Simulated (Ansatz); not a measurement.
C₅H₈O, SMILES `C#CCCCO`. Charge 0, multiplicity 1.

```json
{"atom": "C1", "x (Å)": "-2.0409", "y (Å)": "-1.5598", "z (Å)": "1.1311"}
{"atom": "C2", "x (Å)": "-0.8904", "y (Å)": "-1.2437", "z (Å)": "0.9991"}
{"atom": "C3", "x (Å)": "0.4952", "y (Å)": "-0.8359", "z (Å)": "0.8334"}
{"atom": "C4", "x (Å)": "0.6446", "y (Å)": "0.5670", "z (Å)": "0.2424"}
{"atom": "C5", "x (Å)": "0.0880", "y (Å)": "0.6735", "z (Å)": "-1.1639"}
{"atom": "O6", "x (Å)": "0.1861", "y (Å)": "1.9779", "z (Å)": "-1.6919"}
{"atom": "H7", "x (Å)": "-3.0588", "y (Å)": "-1.8461", "z (Å)": "1.2509"}
{"atom": "H8", "x (Å)": "1.0063", "y (Å)": "-1.5646", "z (Å)": "0.1933"}
{"atom": "H9", "x (Å)": "0.9948", "y (Å)": "-0.8792", "z (Å)": "1.8061"}
{"atom": "H10", "x (Å)": "1.7103", "y (Å)": "0.8248", "z (Å)": "0.2343"}
{"atom": "H11", "x (Å)": "0.1393", "y (Å)": "1.2959", "z (Å)": "0.8815"}
{"atom": "H12", "x (Å)": "0.5869", "y (Å)": "-0.0573", "z (Å)": "-1.8183"}
{"atom": "H13", "x (Å)": "-0.9762", "y (Å)": "0.4288", "z (Å)": "-1.1608"}
{"atom": "H14", "x (Å)": "1.1149", "y (Å)": "2.2187", "z (Å)": "-1.7371"}
```

List the harmonic frequencies (cm⁻¹, unscaled) at PBE0-D4/def2-TZVP in Ansatz. (Best estimate.)

Computed: 93, 100, 204, 260, 301, 354, 416, 580, 671, 681, 778, 855, 896, 1036, 1067, 1093, 1113, 1171, 1230, 1312, 1338, 1357, 1389, 1425, 1463, 1479, 1508, 2239, 2992, 3038, 3043, 3082, 3098, 3116, 3483, 3859.

Is this a minimum?

Yes, all 36 modes are real.

Give the ideal-gas thermochemistry at 298.15 K and 1 bar (rigid rotor, harmonic oscillator; point group C1, symmetry number 1).

Zero-point energy 311.7 kJ/mol; H(298) − E = 333.2 kJ/mol; entropy 346.4 J/(mol·K), of which translation 164.1, rotation 113.3, vibration 68.9; G(298) − E = 229.9 kJ/mol. Modes under 100 cm⁻¹ are hindered rotations or soft bends, so the harmonic entropy is rough.
